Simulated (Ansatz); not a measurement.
bcc K, treated with PBE (plane waves, PAW; Ansatz, a first-principles code).

Numerical settings: plane-wave cutoff 520 eV, 18×18×18 k mesh, Fermi–Dirac smearing 0.071 eV (set by the program), scalar-relativistic PAW data made under PBE.

Cell (relaxed at this level):

```cif
data_K
_chemical_formula_sum 'K1'
_space_group_name_H-M_alt 'P 1'
_space_group_IT_number 1
_cell_length_a 4.57261
_cell_length_b 4.57261
_cell_length_c 4.57261
_cell_angle_alpha 109.471
_cell_angle_beta 109.471
_cell_angle_gamma 109.471
loop_
_space_group_symop_operation_xyz
  'x, y, z'
loop_
_atom_site_label
_atom_site_type_symbol
_atom_site_fract_x
_atom_site_fract_y
_atom_site_fract_z
_atom_site_occupancy
K1 K 0.00000 0.00000 0.00000 1
```

What does this level give for the polycrystal shear modulus (Hill average), elastic constant C44, elastic constant C11, Voigt–Reuss–Hill bulk modulus and elastic constant C12?


* **polycrystal shear modulus (Hill average)**: 1.18 GPa
* **elastic constant C44**: 2.77 GPa
* **elastic constant C11**: 3.97 GPa
* **Voigt–Reuss–Hill bulk modulus**: 3.61 GPa
* **elastic constant C12**: 3.42 GPa

Elastic constants are with the ions relaxed.

The computed numbers hold no vibrational or temperature effects.
